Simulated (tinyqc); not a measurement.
Harmonic frequencies on the B3LYP (VWN-RPA form)/sto-6g surface (energies and gradients from PySCF), for HF, spin multiplicity 1, step by step. Computed by tinyqc, a small Python program that keeps every step (integrals from PySCF). Settings: charge = 0, multiplicity = 1, basis = sto-6g, functional = b3lyp, delta = 0.002. Command: `OMP_NUM_THREADS=1 python tinyqc.py 20082 20083 out.jsonl` (the two numbers bound the seeds that draw the settings). One thread of a shared host (Intel(R) Xeon(R) Processor @ 2.60GHz), about 7 s of CPU time with the checks.

## One row of the Hessian: 1Fz

optimised positions (bohr):
```
          x        y         z
1F  0.00000  0.00000  -0.13049
2H  0.00000  0.00000   1.74998
```

gradient at +delta (hartree/bohr):
```
            x          y           z
1F  0.0000000  0.0000000   0.0010297
2H  0.0000000  0.0000000  -0.0010286
```

gradient at -delta (hartree/bohr):
```
            x          y           z
1F  0.0000000  0.0000000  -0.0010779
2H  0.0000000  0.0000000   0.0010790
```

Displace 1Fz by +/-0.002 bohr; H(k, :) = (g(+) - g(-)) / (2 delta).

row of the Hessian (hartree/bohr^2): 1Fx 0.0000000, 1Fy 0.0000000, 1Fz 0.5269134, 2Hx 0.0000000, 2Hy 0.0000000, 2Hz -0.5268931

## Hessian by finite differences

All rows are made in the same way, and the matrix is symmetrised.

Hessian (symmetrised) (hartree/bohr^2), lower triangle:
```
            1Fx         1Fy         1Fz        2Hx        2Hy        2Hz
1Fx  -0.0000143
1Fy   0.0000000  -0.0000143
1Fz   0.0000000   0.0000000   0.5269134
2Hx  -0.0000009   0.0000000   0.0000000  0.0000161
2Hy   0.0000000  -0.0000009   0.0000000  0.0000000  0.0000161
2Hz   0.0000000   0.0000000  -0.5269032  0.0000000  0.0000000  0.5268931
```

## Normal modes

masses (u): 1F 18.99840, 2H 1.00782

Diagonalise H_ij / sqrt(m_i m_j); the 5 smallest eigenvalues belong to translations and rotations; wavenumber = sqrt(eigenvalue / 1822.888) x 219474.63; each mode has its largest component positive (the first on a tie); zero-point energy = sum of wavenumbers / 2, with 349.755 1/cm per kcal/mol.

eigenvalues of the mass-weighted Hessian (hartree/(bohr^2 u)): 0.00000  0.00000  0.00000  0.00002  0.00002  0.55054

harmonic wavenumbers of the vibrations (1/cm): 3814.1

mass-weighted modes:
```
       mode 1
1Fx   0.00000
1Fy   0.00000
1Fz  -0.22445
2Hx   0.00000
2Hy   0.00000
2Hz   0.97449
```

zero-point energy = 5.45260 kcal/mol
